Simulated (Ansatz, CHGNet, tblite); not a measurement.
## Zinc-blende BAs, elastic constant C44

Reference value: 149 GPa (measured, room temperature, not corrected to a static lattice, our sources range from 149 to 173; as tabulated in Kang et al. (2019), arXiv:1911.11281).

```tsv
level (code)	value (GPa)	cell (Å³/atom)
GFN1-xTB (tblite)	154	13.09
CHGNet-r²SCAN	17.7	13.98
LDA (Ansatz)	156	13.25
PBE (Ansatz)	145	13.90
Hartree–Fock (Ansatz)	___	14.06
```

**Question.** Fill in the missing entries.

**Answer.** 
- Hartree–Fock (Ansatz, an electronic-structure program), value (GPa): 178

Differences against the reference: GFN1-xTB +3.4 %, CHGNet-r²SCAN -88 %, LDA +4.7 %, PBE -2.7 %, Hartree–Fock +19.5 %.

The levels aren't ranked against this reference (sources at odds).

The reference isn't brought to a static lattice, while the calculations are for one, so the differences are not the levels' errors alone. A static lattice is as a rule stiffer than a warm one, by over a tenth in soft solids.  GFN1-xTB: the method was fitted mainly to molecules. GFN1-xTB: the run uses a supercell at the zone centre in place of a k mesh. Each level is taken at its own relaxed cell. K meshes differ between the levels. Ansatz's density-functional and Hartree–Fock values are scalar-relativistic unless marked +SOC, with PAW data made under PBE.

Machine-learned potentials (CHGNet-r²SCAN) are trained on DFT data: a solid inside that data is no test of them.

Differences are worked out from the printed values.
